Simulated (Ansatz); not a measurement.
**CH₄Si₂: one structure at several levels**

The task here is to estimate one member of a computed series from the others.

The runs use Ansatz 0.2.0, Gaussian basis; single points in def2-TZVPP.

Correlated methods freeze the cores.

1 further run of the same task is left out (it didn't finish).

### The starting structure

SMILES `[SiH2]=C=[SiH2]`, 7 atoms, charge 0, spin multiplicity 1.

Atoms are counted from 1 here; the program's logs count them from 0.

Bond lengths: Si1–C2 1.718 Å, Si1–H4 1.514 Å, Si1–H5 1.534 Å, C2–Si3 1.752 Å, Si3–H6 1.528 Å, Si3–H7 1.526 Å. Angles: C2–Si1–H4 135.4°, C2–Si1–H5 114.1°, H4–Si1–H5 110.5°, Si1–C2–Si3 135.9°, C2–Si3–H6 137.2°, C2–Si3–H7 122.6°, H6–Si3–H7 99.7°.

Coordinates:

```
Si   -1.3032    0.3616   -0.8698
C     0.3720    0.1947   -0.5274
Si    1.3299   -0.3656    0.8285
H    -2.5880    0.1387   -0.1006
H    -1.6049    0.8728   -2.2839
H     1.0993   -0.7001    2.3018
H     2.8535   -0.4352    0.7858
```

The first run:

The input, run/in.yaml:

```yaml
crystal:
  periodic: [false, false, false]
  atoms:
    - {symbol: Si, position_ang: [-1.303209, 0.361616, -0.869772]}
    - {symbol: C, position_ang: [0.371993, 0.194654, -0.527395]}
    - {symbol: Si, position_ang: [1.329895, -0.365650, 0.828464]}
    - {symbol: H, position_ang: [-2.588029, 0.138747, -0.100564]}
    - {symbol: H, position_ang: [-1.604931, 0.872811, -2.283949]}
    - {symbol: H, position_ang: [1.099276, -0.700145, 2.301809]}
    - {symbol: H, position_ang: [2.853490, -0.435167, 0.785780]}
basis:
  gaussian: {orbitals: def2-TZVPP}
hamiltonian: {xc: pbe, dispersion: d4}
output: {forces: true}
```

Run with:

```sh
$ ansatz run in.yaml --threads 2 --pin off --events-out ev --progress --plain --max-ram 3481MiB
```

Steps of the session up to this table: PBE-D4/def2-TZVPP; r2SCAN-D4/def2-TZVPP; PBE0-D4/def2-TZVPP; wB97M-V/def2-TZVPP; CCSD(T)/def2-TZVPP.

One of the session's tables, all rows but one given; the rest of the session is left out.

```
   method  RMS force component (eV/Å)  angle to CCSD(T) forces (°)  dipole (D)
   PBE-D4                           ?                            ?           ?
r2SCAN-D4                       0.468                         12.5        1.76
  PBE0-D4                       0.499                         17.6        1.86
  wB97M-V                       0.572                         18.1        2.01
  CCSD(T)                       0.466                    reference        1.83
```

Q: Estimate the row for PBE-D4 from the others.

The run gave: RMS force component (eV/Å): 0.388; angle to CCSD(T) forces (°): 16.4; dipole (D): 1.66. In the column «RMS force component (eV/Å)» it is the lowest.
